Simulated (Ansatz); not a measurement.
Rock-salt MgO: width of the whole s-p valence band by level of theory

No measured value is used here.

```json
[
 {"level (code)": "LDA (Ansatz)", "value (eV)": "17.02", "cell (Å³/atom)": "9.31"},
 {"level (code)": "BLYP (Ansatz)", "value (eV)": "17.16", "cell (Å³/atom)": "9.31"},
 {"level (code)": "PBE (Ansatz)", "value (eV)": "17.27", "cell (Å³/atom)": "9.31"},
 {"level (code)": "revPBE (Ansatz)", "value (eV)": "17.04", "cell (Å³/atom)": "9.86"},
 {"level (code)": "PBE-D3(BJ) (Ansatz)", "value (eV)": "17.27", "cell (Å³/atom)": "9.31"},
 {"level (code)": "PBEsol-D3(BJ) (Ansatz)", "value (eV)": "___", "cell (Å³/atom)": "9.10"},
 {"level (code)": "r²SCAN-D4 (Ansatz)", "value (eV)": "18.27", "cell (Å³/atom)": "9.22"},
 {"level (code)": "LC-ωPBE (Ansatz)", "value (eV)": "___", "cell (Å³/atom)": "9.28"},
 {"level (code)": "PBE0 (Ansatz)", "value (eV)": "___", "cell (Å³/atom)": "9.31"},
 {"level (code)": "PBE0-D3(BJ) (Ansatz)", "value (eV)": "19.05", "cell (Å³/atom)": "8.97"},
 {"level (code)": "r²SCAN0 (Ansatz)", "value (eV)": "___", "cell (Å³/atom)": "9.31"},
 {"level (code)": "Hartree–Fock (Ansatz)", "value (eV)": "23.30", "cell (Å³/atom)": "9.31"}
]
```

Problem. Fill in the missing entries.

Solution. 
- PBEsol-D3(BJ) (Ansatz, an electronic-structure program), value (eV): 17.33
- LC-ωPBE (Ansatz), value (eV): 19.24
- PBE0 (Ansatz), value (eV): 18.86
- r²SCAN0 (Ansatz), value (eV): 19.46

Widths are read from band energies on the run's k points.  Values are at the measured cell; revPBE at the level's own equilibrium cell; PBE-D3(BJ) at the level's own relaxed cell; PBEsol-D3(BJ) at the level's own equilibrium cell; r²SCAN-D4 at the level's own equilibrium cell; LC-ωPBE at the level's own equilibrium cell; PBE0-D3(BJ) at the level's own relaxed cell. Cutoffs and k meshes differ between the levels. Ansatz's density-functional and Hartree–Fock values are scalar-relativistic unless marked +SOC, with PAW data made under PBE.
